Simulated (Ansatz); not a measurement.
Relaxation of C2H2OS (6 atoms, charge 0, multiplicity 1), to a largest force component of 0.015 eV/Å in at most 40 steps.

The calculation used RKS revPBE-D4/def2-SVP in Ansatz.

```xyz
6
Properties=species:S:1:pos:R:3
C 0.467 0.595 0.471
C -0.214 -0.293 -0.194
O -0.821 -0.540 -1.353
S -0.928 -1.861 -0.233
H 0.804 0.388 1.471
H 0.706 1.548 0.041
```

**Question.** Where does it end, and by what steps?

**Answer.** The run converged. After 4 steps the energy has fallen by 0.169 eV; O3 moved furthest, 0.06 Å.

```
step  energy less start (eV)  largest force component (eV/Å)  accepted
   0                  0.0000                           1.970       yes
   1                 -0.1141                           1.175       yes
   2                 -0.1664                           0.225       yes
   3                 -0.1687                           0.082       yes
   4                 -0.1689                           0.013       yes
```

```xyz
6
Properties=species:S:1:pos:R:3
C 0.474 0.600 0.483
C -0.223 -0.317 -0.192
O -0.814 -0.494 -1.384
S -0.944 -1.912 -0.217
H 0.819 0.391 1.503
H 0.702 1.567 0.011
```

Run time: 9.9 s on 1 thread of Arm Neoverse V1, with other jobs on the host, peak memory 0.13 GiB.
